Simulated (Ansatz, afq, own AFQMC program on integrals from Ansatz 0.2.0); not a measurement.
AFQMC on a folder of integrals that Ansatz 0.2.0 wrote.

```yaml
crystal:
  periodic: [false, false, false]
  atoms:
    - {symbol: Al, position_ang: [-0.069330, 0.016525, -0.131979]}
    - {symbol: H, position_ang: [0.439259, 0.018180, 1.986561]}
    - {symbol: H, position_ang: [-0.326529, 0.007472, 1.957178]}
    - {symbol: H, position_ang: [0.723838, 1.399688, -0.188008]}
    - {symbol: H, position_ang: [1.019313, -1.867697, -0.222788]}
basis:
  gaussian: {orbitals: 6-31G}
magnetization: {spin_polarized: true, initial_magnetization: 1}
correlation: {method: ccsd_t, electrons: outside_noble_gas, hamiltonian_folder: ham}
```

```sh
$ ansatz run in.yaml --threads 1 --pin off --events-out ev --progress --plain --max-ram 16896MiB --backend cuda --devices 0, --max-vram 18GiB
```

Options of the walk:

```
--method phaseless --trial cisd --walkers 4000 --populations 20 --least-time 60 --time-step 0.005 --steps-per-block 50 --equilibration-blocks 40 --max-blocks 4000 --target-error 0.00032 --factor-cut 1e-05 --start spin_pure --seed 2849 --release-times 0.24,0.51,0.99,1.62,2.4 --release-step 0.03 --release-every 3 --taylor-order 6
```

Times are imaginary, in 1/Eh. The walk had a cap of 122 s. With eight or more populations the least sampling time is a fifth of least-time, and the error comes from their spread.

Log:

```
orbitals 16  electrons 4 3  factors 101 of 266
reference energy -244.06712829 Eh
CCSD correlation -0.07915665 Eh in 14 cycles, weight of the determinant in the CISD state 0.9118
energy of the start -244.145699 Eh
 block  time / (1/Eh)  mean weight  energy / Eh
     1     0.250  1.0001  -244.145406
     2     0.500  1.0000  -244.145510
     3     0.750  1.0000  -244.145724
     4     1.000  0.9998  -244.145985
     5     1.250  1.0000  -244.146223
     7     1.750  1.0000  -244.146668
     9     2.250  1.0000  -244.147040
    11     2.750  1.0000  -244.147057
    15     3.750  1.0001  -244.147295
    19     4.750  1.0002  -244.147374
    23     5.750  0.9998  -244.147547
    27     6.750  1.0000  -244.147726
    31     7.750  1.0001  -244.147785
    35     8.750  0.9999  -244.147909
    39     9.750  1.0000  -244.147840
    43    10.750  1.0003  -244.147823
    47    11.750  0.9999  -244.147790
    51    12.750  1.0001  -244.148104
    55    13.750  1.0000  -244.147561
    59    14.750  1.0001  -244.147943
    63    15.750  1.0000  -244.147795
    67    16.750  1.0000  -244.147900
    71    17.750  0.9999  -244.147812
    75    18.750  1.0000  -244.147576
    79    19.750  1.0001  -244.147751
    83    20.750  1.0001  -244.147734
    87    21.750  1.0001  -244.147700
    89    22.250  0.9999  -244.147557
error from the spread of 20 populations
released: time / (1/Eh)  energy / Eh  error  mean overlap
  0.24  -244.147784  0.000036  1.0009
  0.51  -244.147800  0.000029  0.9991
  0.99  -244.147824  0.000017  0.9978
  1.62  -244.147847  0.000022  0.9981
  2.40  -244.147869  0.000020  0.9982
energy -244.147756 +/- 0.000034 Eh
(rows thinned)
```

The run passed its tests (sampling time, drift between the halves within three errors, error under three times the target), which doesn't prove that it has relaxed. The second half of the sampling lies above the first by 1.8 errors of their difference, so the energy may still be moving and its error bar be too small.

Against this walk (error 0.9 meV) on the same determinant: CCSD(T) 12.7 meV higher, CCSDT(Q) 4.0 meV lower, CCSDTQ 4.2 meV lower, full CI 4.2 meV lower. The error is statistical and leaves out the bias of the constraint. Released to 2.40 1/Eh the energy lies 3.1 ± 1.1 meV (both errors) below the phaseless value, which shows part or all of the bias of the constraint, and full CI lies 1.2 meV below the released value.

Cautions: constraint bias not in the error.

The walk took 26 s on 1 × NVIDIA H100 80GB HBM3 with 2 threads of AMD EPYC 7R13 Processor (Zen 3) (shared host) (the card was shared). The log's last line is the phaseless energy.

CCSDT and higher add their correlation energy to the determinant of the CCSD(T) run, since their own runs factorise the integrals more tightly (a shift of under 2 meV).
